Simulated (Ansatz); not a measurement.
NaH2⁺. Charge 1, multiplicity 1. Geometry r2SCAN-D4/def2-TZVP, that of the neutral doublet.

```xyz
3

Na    1.791   -0.948    2.052
H    -1.123    0.608   -1.289
H    -0.669    0.340   -0.763
```

In the singlet geometry the species has come apart into loosely held pieces. The structure comes from a short search, and lower isomers may exist.

Problem. Estimate the orbital energies around the gap (eV) in Ansatz with PBE-D4/def2-TZVP, r2SCAN-D4/def2-TZVP, PBE0-D4/def2-TZVP.

Solution. 
```json
{"orbital": "HOMO−5", "PBE-D4/def2-TZVP": "-1040.57", "r2SCAN-D4/def2-TZVP": "-1048.30", "PBE0-D4/def2-TZVP": "-1057.74"}
{"orbital": "HOMO−4", "PBE-D4/def2-TZVP": "-64.21", "r2SCAN-D4/def2-TZVP": "-66.72", "PBE0-D4/def2-TZVP": "-69.37"}
{"orbital": "HOMO−3", "PBE-D4/def2-TZVP": "-36.34", "r2SCAN-D4/def2-TZVP": "-37.32", "PBE0-D4/def2-TZVP": "-39.75"}
{"orbital": "HOMO−2", "PBE-D4/def2-TZVP": "-36.34", "r2SCAN-D4/def2-TZVP": "-37.32", "PBE0-D4/def2-TZVP": "-39.75"}
{"orbital": "HOMO−1", "PBE-D4/def2-TZVP": "-36.34", "r2SCAN-D4/def2-TZVP": "-37.32", "PBE0-D4/def2-TZVP": "-39.75"}
{"orbital": "HOMO", "PBE-D4/def2-TZVP": "-13.74", "r2SCAN-D4/def2-TZVP": "-14.17", "PBE0-D4/def2-TZVP": "-15.36"}
{"orbital": "LUMO", "PBE-D4/def2-TZVP": "-7.11", "r2SCAN-D4/def2-TZVP": "-5.87", "PBE0-D4/def2-TZVP": "-6.49"}
{"orbital": "LUMO+1", "PBE-D4/def2-TZVP": "-4.42", "r2SCAN-D4/def2-TZVP": "-3.30", "PBE0-D4/def2-TZVP": "-3.92"}
{"orbital": "LUMO+2", "PBE-D4/def2-TZVP": "-4.11", "r2SCAN-D4/def2-TZVP": "-3.26", "PBE0-D4/def2-TZVP": "-3.71"}
{"orbital": "LUMO+3", "PBE-D4/def2-TZVP": "-4.11", "r2SCAN-D4/def2-TZVP": "-3.26", "PBE0-D4/def2-TZVP": "-3.71"}
{"orbital": "LUMO+4", "PBE-D4/def2-TZVP": "-2.24", "r2SCAN-D4/def2-TZVP": "-1.63", "PBE0-D4/def2-TZVP": "-2.02"}
{"orbital": "LUMO+5", "PBE-D4/def2-TZVP": "-1.83", "r2SCAN-D4/def2-TZVP": "-1.01", "PBE0-D4/def2-TZVP": "-1.14"}
```
